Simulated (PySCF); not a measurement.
Spectrum to structure. The calculation used PySCF 2.14.0, density-fitted response routines, TDDFT CAM-B3LYP/def2-SVPD, vertical, gas phase, core orbitals frozen in the response. Geometries: GFN2-xTB, one conformer each.

| state | ν̃ (cm⁻¹) | f | main configurations (H = HOMO, L = LUMO) |
| --- | --- | --- | --- |
| S1 | 44500 | 0.0000 | H-1→L (95%) |
| S2 | 46400 | 0.254 | H→L (83%) |
| S3 | 50850 | 0.0010 | H→L+1 (45%), H→L+2 (20%), H→L+4 (14%) |
| S4 | 57640 | 0.0008 | H→L+1 (50%), H→L+2 (27%), H→L+4 (14%) |
| S5 | 62520 | 0.420 | H-2→L (30%), H-1→L+1 (14%), H→L (13%) |
| S6 | 63630 | 0.047 | H→L+3 (56%), H→L+2 (35%) |
| S7 | 64280 | 0.042 | H-1→L+1 (59%), H-1→L+2 (34%) |
| S8 | 64390 | 0.018 | H→L+4 (42%), H→L+3 (23%), H→L+2 (12%) |

Triplets computed (Tamm–Dancoff): 3.51, 5.17, 5.64 eV.

Orbital energies (eV): HOMO-3 -12.32, HOMO-2 -11.30, HOMO-1 -9.48, HOMO -8.48, LUMO 0.13, LUMO+1 1.48, LUMO+2 2.02.

Problem. Which candidate is it?
A. vinylacetylene, `C#CC=C`
B. pentane, `CCCCC`
C. cyclobutadiene, `C1=CC=C1`

Solution. A. Its S1 lies at 5.52 eV; the nearest of the others has S1 at 2.62 eV. S1 is HOMO-1→LUMO (95%). Löwdin shares by element: HOMO carbon 92%; LUMO carbon 83% (atoms not listed hold the other 17%). At the same level the other candidates give, for their lowest levels:
- `C1=CC=C1`: 2.62 eV (f 0.000); 5.52 eV (f 0.001); 5.76 eV (f 0.000); 5.97 eV (f 0.026); 6.20 eV (f 0.000); T1 1.13 eV; HOMO -6.88, LUMO -0.46 eV
- `CCCCC`: 8.71 eV (f 0.013); 8.90 eV (f 0.000); 9.12 eV (f 0.002); 9.14 eV (f 0.000); 9.32 eV (f 0.000); T1 8.58 eV; HOMO -10.21, LUMO 1.49 eV
